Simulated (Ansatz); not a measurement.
# CHSi: the cost of one run

Program: Ansatz 0.2.0, Gaussian basis. Level of theory: def2-QZVPP, core rule «outside noble gas», up to 6 orbitals frozen. These are calculated values, not measurements.

Plan: UHF; ROHF; CCSD(T) on UHF.

### Step 1. What is computed

The geometry is a PBE0/def2-TZVP stationary point (not a proven minimum) of the parent state, kept for this charge and spin.

3 atoms, charge 1, spin multiplicity 3.

Atoms are counted from 1 here; the program's logs count them from 0.

Bond lengths: Si1–C2 1.840 Å, Si1–H3 1.533 Å. Angles: C2–Si1–H3 97.9°.

### Step 2. UHF

The input, in.yaml:

```yaml
crystal:
  periodic: [false, false, false]
  atoms:
    - {symbol: Si, position_ang: [0.000000, -0.083231, 0.527232]}
    - {symbol: C, position_ang: [0.000000, 0.076222, -1.305753]}
    - {symbol: H, position_ang: [0.000000, 1.410897, 0.868536]}
basis:
  gaussian: {orbitals: "def2-QZVPP.json"}
total_charge: 1
magnetization: {spin_polarized: true, initial_magnetization: 2}
hamiltonian: {xc: hf}
output: {orbitals: {seedname: orbitals}}
```

Run with:

```console
ansatz run in.yaml --threads 1 --pin off --events-out ev --progress --plain --max-ram 4096MiB --backend cpu
```

What time and memory should one allow on 1 thread of AMD EPYC 7R13, shared host?

About 15 s, with a peak of 0.33 GiB.
